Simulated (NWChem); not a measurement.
System: O, triplet

Input file for NWChem:

```
start job
memory heap 200 mb stack 900 mb global 1100 mb
geometry units angstroms noautoz
  O      0.000000     0.000000     0.000000
end
basis spherical
  O library def2-svp
end
dft
  odft
  mult 3
  xc mn15
  grid xfine
  iterations 150
  mulliken
end
task dft gradient
```

NWChem printed, in part:

```
             Northwest Computational Chemistry Package (NWChem) 7.3.0
             --------------------------------------------------------

                             Geometry "geometry" -> ""
                             -------------------------

 Output coordinates in angstroms (scale by  1.889725989 to convert to a.u.)

  No.       Tag          Charge          X              Y              Z
 ---- ---------------- ---------- -------------- -------------- --------------
    1 O                    8.0000     0.00000000     0.00000000     0.00000000

 Effective nuclear repulsion energy (a.u.)       0.0000000000

                                 NWChem DFT Module
                                 -----------------

 Summary of "ao basis" -> "ao basis" (spherical)
 ------------------------------------------------------------------------------
       Tag                 Description            Shells   Functions and Types
 ---------------- ------------------------------  ------  ---------------------
 O                          def2-svp                 6       14   3s2p1d

            General Information
            -------------------
          SCF calculation type: DFT
          Wavefunction type:  spin polarized.
          No. of atoms     :     1
          No. of electrons :     8
           Alpha electrons :     5
            Beta electrons :     3
          Charge           :     0
          Spin multiplicity:     3
          Use of symmetry is: off; symmetry adaption is: off
          Maximum number of iterations: 150
          AO basis - number of functions:    14
                     number of shells:     6
          Convergence on energy requested:  1.00D-06
          Convergence on density requested:  1.00D-05
          Convergence on gradient requested:  5.00D-04

              XC Information
              --------------
                         MN15 Method XC Functional
                     Hartree-Fock (Exact) Exchange  0.440
                          MN15 Exchange Functional  1.000
                        MN15 Correlation Potential  1.000

             Grid Information
             ----------------
          Grid used for XC integration:  xfine
          Radial quadrature: Mura-Knowles
          Angular quadrature: Lebedev.
          Tag              B.-S. Rad. Rad. Pts. Rad. Cut. Ang. Pts.
          ---              ---------- --------- --------- ---------
          O                   0.60      100           4.0      1454
          Grid pruning is: on
          Number of quadrature shells:   100
          Spatial weights used:  Erf1

      Superposition of Atomic Density Guess
      -------------------------------------

 Sum of atomic energies:         -74.69115387

      Non-variational initial energy
      ------------------------------

 Total energy =     -74.185853
 1-e energy   =    -103.135284
 2-e energy   =      28.949431
 HOMO         =      -0.370051
 LUMO         =      -0.370051

     ---------------------------------------------
      Total Density - Mulliken Population Analysis
     ---------------------------------------------

    Atom       Charge   Shell Charges
 -----------   ------   -------------------------------------------------------
    1 O    8     8.00   1.99  1.19  0.82  2.32  1.68  0.00

     --------------------------------------------
      Spin Density - Mulliken Population Analysis
     --------------------------------------------

    Atom       Charge   Shell Charges
 -----------   ------   -------------------------------------------------------
    1 O    8     2.00   0.00  0.00  0.00  1.16  0.84  0.00

   convergence    iter        energy       DeltaE   RMS-Dens  Diis-err
 ---------------- ----- ----------------- --------- --------- ---------
 d= 0,ls=0.0,diis     1    -74.8961876060 -7.49D+01  1.69D-02  9.51D-02
                                                     8.10D-03  2.82D-02
 d= 0,ls=0.0,diis     2    -74.9138841976 -1.77D-02  6.44D-03  1.92D-02
                                                     6.25D-03  1.51D-02
 d= 0,ls=0.0,diis     3    -74.9208320177 -6.95D-03  1.02D-03  5.43D-04
                                                     3.58D-04  1.01D-04
 d= 0,ls=0.0,diis     4    -74.9209901574 -1.58D-04  6.60D-05  5.93D-07
                                                     1.33D-04  2.24D-06
 d= 0,ls=0.0,diis     5    -74.9209912364 -1.08D-06  4.81D-06  3.84D-09
                                                     5.60D-06  2.16D-09
 d= 0,ls=0.0,diis     6    -74.9209912404 -3.96D-09  2.82D-07  4.83D-11
                                                     4.30D-06  4.41D-10

         Total DFT energy =      -74.920991240380
      One electron energy =     -103.222612979642
           Coulomb energy =       36.706980101044
    Exchange-Corr. energy =       -8.405358361782
 Nuclear repulsion energy =        0.000000000000

 Numeric. integr. density =        8.000000001572

                    DFT Final Alpha Molecular Orbital Analysis
                    ------------------------------------------

 Vector    3  Occ=1.000000D+00  E=-4.816813D-01
              MO Center= -1.6D-16, -3.5D-16, -1.5D-16, r^2= 5.1D-01
   Bfn.  Coefficient  Atom+Function         Bfn.  Coefficient  Atom+Function
  ----- ------------  ---------------      ----- ------------  ---------------
     5      0.610589  1 O  py                 8      0.376462  1 O  py
     4      0.353088  1 O  px                 7      0.217698  1 O  px
     6      0.051724  1 O  pz                 9      0.031891  1 O  pz

 Vector    4  Occ=1.000000D+00  E=-4.816811D-01
              MO Center= -5.1D-18, -7.0D-17,  2.3D-16, r^2= 5.1D-01
   Bfn.  Coefficient  Atom+Function         Bfn.  Coefficient  Atom+Function
  ----- ------------  ---------------      ----- ------------  ---------------
     6      0.705262  1 O  pz                 9      0.434833  1 O  pz
     5     -0.049689  1 O  py                 8     -0.030636  1 O  py

 Vector    5  Occ=1.000000D+00  E=-4.277902D-01
              MO Center= -5.9D-18, -7.5D-17,  3.3D-17, r^2= 5.3D-01
   Bfn.  Coefficient  Atom+Function         Bfn.  Coefficient  Atom+Function
  ----- ------------  ---------------      ----- ------------  ---------------
     4      0.600233  1 O  px                 7      0.391923  1 O  px
     5     -0.346287  1 O  py                 8     -0.226108  1 O  py

 Vector    6  Occ=0.000000D+00  E= 8.016721D-01
              MO Center=  7.3D-16,  1.8D-15,  8.9D-16, r^2= 1.2D+00
   Bfn.  Coefficient  Atom+Function         Bfn.  Coefficient  Atom+Function
  ----- ------------  ---------------      ----- ------------  ---------------
     2      1.623202  1 O  s                  3     -1.595089  1 O  s
     1      0.322870  1 O  s

 Vector    7  Occ=0.000000D+00  E= 8.611719D-01
              MO Center= -1.0D-15, -1.7D-15, -1.3D-16, r^2= 1.2D+00
   Bfn.  Coefficient  Atom+Function         Bfn.  Coefficient  Atom+Function
  ----- ------------  ---------------      ----- ------------  ---------------
     8      0.924650  1 O  py                 5     -0.789863  1 O  py
     7      0.534704  1 O  px                 4     -0.456759  1 O  px
     9      0.078351  1 O  pz                 6     -0.066929  1 O  pz

 Vector    8  Occ=0.000000D+00  E= 8.611720D-01
              MO Center= -1.5D-17,  7.5D-17, -8.0D-16, r^2= 1.2D+00
   Bfn.  Coefficient  Atom+Function         Bfn.  Coefficient  Atom+Function
  ----- ------------  ---------------      ----- ------------  ---------------
     9      1.068020  1 O  pz                 6     -0.912333  1 O  pz
     8     -0.075265  1 O  py                 5      0.064294  1 O  py
     7     -0.026343  1 O  px

                     DFT Final Beta Molecular Orbital Analysis
                     -----------------------------------------

 Vector    1  Occ=1.000000D+00  E=-1.890868D+01
              MO Center=  2.2D-18, -4.1D-19,  5.3D-20, r^2= 1.5D-02
   Bfn.  Coefficient  Atom+Function         Bfn.  Coefficient  Atom+Function
  ----- ------------  ---------------      ----- ------------  ---------------
     1      0.988467  1 O  s                  2     -0.039049  1 O  s

 Vector    2  Occ=1.000000D+00  E=-8.696083D-01
              MO Center=  2.5D-16, -1.9D-16,  1.0D-16, r^2= 4.7D-01
   Bfn.  Coefficient  Atom+Function         Bfn.  Coefficient  Atom+Function
  ----- ------------  ---------------      ----- ------------  ---------------
     2      0.618640  1 O  s                  3      0.480621  1 O  s
     1      0.310566  1 O  s

 Vector    3  Occ=1.000000D+00  E=-3.622139D-01
              MO Center= -2.2D-16,  1.0D-16,  1.5D-17, r^2= 5.4D-01
   Bfn.  Coefficient  Atom+Function         Bfn.  Coefficient  Atom+Function
  ----- ------------  ---------------      ----- ------------  ---------------
     4      0.588846  1 O  px                 7      0.404875  1 O  px
     5     -0.339767  1 O  py                 8     -0.233594  1 O  py

 Vector    4  Occ=0.000000D+00  E=-9.997034D-02
              MO Center=  4.8D-17, -1.0D-17,  9.9D-17, r^2= 6.1D-01
   Bfn.  Coefficient  Atom+Function         Bfn.  Coefficient  Atom+Function
  ----- ------------  ---------------      ----- ------------  ---------------
     6      0.621655  1 O  pz                 9      0.527314  1 O  pz
     5     -0.046435  1 O  py                 8     -0.039387  1 O  py

 Vector    5  Occ=0.000000D+00  E=-9.996029D-02
              MO Center=  2.2D-17, -2.9D-17,  2.1D-17, r^2= 6.1D-01
   Bfn.  Coefficient  Atom+Function         Bfn.  Coefficient  Atom+Function
  ----- ------------  ---------------      ----- ------------  ---------------
     5      0.538165  1 O  py                 8      0.456502  1 O  py
     4      0.311278  1 O  px                 7      0.264067  1 O  px
     6      0.048637  1 O  pz                 9      0.041258  1 O  pz

 Vector    6  Occ=0.000000D+00  E= 8.617302D-01
              MO Center=  1.9D-15,  5.8D-16, -1.3D-15, r^2= 1.1D+00
   Bfn.  Coefficient  Atom+Function         Bfn.  Coefficient  Atom+Function
  ----- ------------  ---------------      ----- ------------  ---------------
     2      1.631842  1 O  s                  3     -1.588706  1 O  s
     1      0.326202  1 O  s

     ---------------------------------------------
      Total Density - Mulliken Population Analysis
     ---------------------------------------------

    Atom       Charge   Shell Charges
 -----------   ------   -------------------------------------------------------
    1 O    8     8.00   1.99  1.15  0.86  2.57  1.43  0.00

     --------------------------------------------
      Spin Density - Mulliken Population Analysis
     --------------------------------------------

    Atom       Charge   Shell Charges
 -----------   ------   -------------------------------------------------------
    1 O    8     2.00  -0.00  0.02 -0.02  1.33  0.67  0.00

     -------------------------------------------
      Total Density - Lowdin Population Analysis
     -------------------------------------------

    Atom       Charge   Shell Charges
 -----------   ------   -------------------------------------------------------
    1 O    8     8.00   1.98  1.08  0.94  2.49  1.51  0.00

     ------------------------------------------
      Spin Density - Lowdin Population Analysis
     ------------------------------------------

    Atom       Charge   Shell Charges
 -----------   ------   -------------------------------------------------------
    1 O    8     2.00   0.00  0.01 -0.01  1.28  0.72  0.00

   alpha - beta orbital overlaps
   -----------------------------

   alpha      1      2      3      4      5      6      7      8      9     10
    beta      1      2      5      4      3      6      9      8      7     13
 overlap   1.000  1.000  0.996  0.996  1.000  1.000  0.996  0.996  1.000  0.998

   alpha     11     12     13     14
    beta     14     10     11     12
 overlap   0.998  0.922  0.922  1.000

     --------------------------
     Expectation value of S2:
     --------------------------
      <S2> =      2.0006 (Exact =     2.0000)

            General Information
            -------------------
          SCF calculation type: DFT
          Wavefunction type:  spin polarized.
          No. of atoms     :     1
          No. of electrons :     8
           Alpha electrons :     5
            Beta electrons :     3
          Charge           :     0
          Spin multiplicity:     3
          Use of symmetry is: off; symmetry adaption is: off
          Maximum number of iterations: 150
          AO basis - number of functions:    14
                     number of shells:     6
          Convergence on energy requested:  1.00D-06
          Convergence on density requested:  1.00D-05
          Convergence on gradient requested:  5.00D-04

              XC Information
              --------------
                         MN15 Method XC Functional
                     Hartree-Fock (Exact) Exchange  0.440
                          MN15 Exchange Functional  1.000
                        MN15 Correlation Potential  1.000

             Grid Information
             ----------------
          Grid used for XC integration:  xfine
          Radial quadrature: Mura-Knowles
          Angular quadrature: Lebedev.
          Tag              B.-S. Rad. Rad. Pts. Rad. Cut. Ang. Pts.
          ---              ---------- --------- --------- ---------
          O                   0.60      100           4.0      1454
          Grid pruning is: on
          Number of quadrature shells:   100
          Spatial weights used:  Erf1

          Convergence Information
          -----------------------
          Convergence aids based upon iterative change in
          total energy or number of iterations.
          Levelshifting, if invoked, occurs when the
          HOMO/LUMO gap drops below (HL_TOL):  1.00D-02
          DIIS, if invoked, will attempt to extrapolate
          using up to (NFOCK): 10 stored Fock matrices.

                    Damping( 0%)  Levelshifting(0.5)       DIIS
                  --------------- ------------------- ---------------
          dE  on:    start            ASAP                start
          dE off:    2 iters        150 iters           150 iters

                            NWChem DFT Gradient Module
                            --------------------------

  charge          =   0.00
  wavefunction    = open shell

                         DFT ENERGY GRADIENTS

    atom               coordinates                        gradient
                 x          y          z           x          y          z
   1 O       0.000000   0.000000   0.000000   -0.000000  -0.000000  -0.000000
```

Level: MN15/def2-SVP, spin-unrestricted. The open p shell is one determinant without spherical averaging. No stability test was run on the SCF state.
